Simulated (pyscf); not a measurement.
H₂N–SiH₂–F → F–SiH: [singlet] + ammonia (NH₃) (1,1-elimination; singlet surface; N–Si, H–Si broken, H–N formed). Optimised with ωB97X-D3(BJ)/def2-SVP in PySCF. MP2 and CC: frozen core, UHF for open shells. ΔMP2 is the change of the MP2 total energy from the triple- to the quadruple-zeta basis. Energies in kcal/mol from the reactant's lowest minimum found.

```
level                             barrier  reaction energy
--------------------------------  -------  ---------------
ωB97X-D3(BJ)/def2-TZVP                  …            +69.0
PBE/def2-TZVP                        66.9            +62.3
B3LYP-D3(BJ)/def2-TZVP               75.6            +64.4
PBE0-D3(BJ)/def2-TZVP                74.2            +67.3
ωB97M-D3(BJ)/def2-TZVP               77.6            +63.7
MP2/def2-QZVPP                       79.9            +69.5
CCSD(T)/def2-TZVPP + ΔMP2(QZVPP)        …                …
```

### Question
Some entries are withheld; supply them.

### Answer

- ωB97X-D3(BJ)/def2-TZVP, barrier: 80.3
- CCSD(T)/def2-TZVPP + ΔMP2(QZVPP), barrier: 78.7
- CCSD(T)/def2-TZVPP + ΔMP2(QZVPP), reaction energy: +64.9

Of the functionals in the table, ωB97M-D3(BJ) is closest to CCSD(T)/def2-TZVPP + ΔMP2(QZVPP) in the barrier (1.1 kcal/mol apart) and PBE least close (11.8 kcal/mol); that level has limits of its own. On the product side the descent ends in an adduct with a N–Si contact, 26.8 kcal/mol under the separated species and 38.0 kcal/mol under the saddle at ωB97X-D3(BJ)/def2-TZVP. What is counted as broken (N–Si) persists as a longer contact in the product adduct; parting that adduct is a step of its own. This is the saddle that the search found; another between the same sides may lie lower. The CCSD(T) − MP2 part came from Ansatz, without density fitting, on the same reference.
